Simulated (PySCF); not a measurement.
A GIAO shielding run with PySCF (density fitting, non-relativistic, gas phase) on SMILES N, H3N:

```
$ OMP_NUM_THREADS=1 python probes_run.py task.json out

{"job": {"kind": "nmr", "xc": "LC-wPBE", "basis": "pcseg-1", "pop": false}, "charge": 0, "multiplicity": 1}
N      0.005567     0.002694     0.269341
H      0.924501    -0.196064    -0.106804
H     -0.630350    -0.700539    -0.086466
H     -0.289484     0.898682    -0.098925
```

Hardware: 1 thread of an Intel Xeon, shared host.

Q: How large is the calculation?

A: 10 electrons, 29 basis functions and 144 auxiliary functions.

Q: How long does it take, and how much memory does it need?

A: 0.7 s of wall time, with 11 SCF cycles and 6 response iterations; peak memory 0.27 GiB. Times on a shared host scatter by some tens of per cent.

Q: And these other runs on the same molecule and hardware: GIAO shielding at CAM-B3LYP/ANO-RCC-VDZP; GIAO shielding at HCTH407/ANO-RCC-VDZP; GIAO shielding at HCTH407/pcseg-1; GIAO shielding at HSE06/ANO-RCC-VDZP; GIAO shielding at HSE06/pcseg-1; GIAO shielding at LC-wPBE/ANO-RCC-VDZP?

A: CAM-B3LYP/ANO-RCC-VDZP: 29 functions, 0.66 s; HCTH407/ANO-RCC-VDZP: 29 functions, 0.7 s; HCTH407/pcseg-1: 29 functions, 0.55 s; HSE06/ANO-RCC-VDZP: 29 functions, 0.94 s; HSE06/pcseg-1: 29 functions, 0.77 s; LC-wPBE/ANO-RCC-VDZP: 29 functions, 0.91 s.
